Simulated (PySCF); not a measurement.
# Vertical excitation energies

Compound: C4H5ClO.
SMILES: `O=C(Cl)C1CC1`

Method used: TDDFT B3LYP/def2-SVPD, vertical, gas phase, core orbitals frozen in the response (PySCF 2.14.0, density-fitted response routines). The structure is a single PBE0-D3(BJ)/def2-SVP conformer in the gas phase; no vibrational or solvent corrections. Torsions of this conformer, `[O:1]=[C:2]([Cl:3])[CH:4]1[CH2:5][CH2:6]1`: O1–C2–C4–C5 145°.

```tsv
state	E (eV)	λ (nm)	f	|μ| (D)	symmetry	main configurations (H = HOMO, L = LUMO)
S1	5.19	239.0	0.0001	0.09	–	H→L (97%)
S2	6.42	193.3	0.0001	0.07	–	H-3→L (97%)
S3	6.62	187.3	0.0065	0.51	A′	H-1→L (78%), H→L+1 (15%)
S4	6.98	177.5	0.206	2.79	A′	H-2→L (78%), H→L+1 (18%)
S5	7.15	173.3	0.0033	0.35	A″	H-4→L (98%)
S6	7.60	163.1	0.142	2.22	A′	H→L+1 (49%), H-3→L+1 (19%), H-2→L (13%)
```

The lowest singlet lies at 5.19 eV (239 nm, ultraviolet) and is dark (f under 0.0005); its leading configuration is HOMO→LUMO (97%). The strongest level in the table is S4 at 6.98 eV (178 nm, f = 0.206). S1 has the pattern of n→π* at C=O. Weighted by f, the mean energy of these states is 7.22 eV. The listed states span 2.41 eV, and the widest gap between neighbours is 1.23 eV (S1 to S2). Of the 6 states listed, 2 reach f = 0.01 and 2 stay under 0.0005. Symmetry labels in Cs follow from the direction of the transition dipole and are given only for states with f of 0.002 or more. Only the lowest 6 singlets were computed, as vertical energies without vibronic structure.
